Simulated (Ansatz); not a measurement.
Basis-set extrapolation for ClH2NSi, SMILES `N[Si]Cl` (PBE0-D4/def2-TZVP geometry, frozen core, Ansatz). Multiplicity 1, RHF reference.

```csv
,def2-TZVPP,def2-QZVPP
HF,-804.153135,-804.177513
MP2 correlation,-0.503170,-0.546867
CCSD(T) correlation,-0.558954,-0.600956
```

Energies in hartree. Use E(X) = E(∞) + A·exp(−7.88·√X) for Hartree–Fock and E(X) = E(∞) + B·X^(−2.97) for correlation, with X = 3 and 4.

Problem. What is the CCSD(T) energy at the basis-set limit?

Solution. HF limit: -804.177513 + (-0.024378) × 0.13774 = -804.18087. Correlation limit: -0.600956 + (-0.042002) × 0.74074 = -0.63207. Total: -804.81294 hartree, 2.74 eV below CCSD(T)/def2-TZVPP.
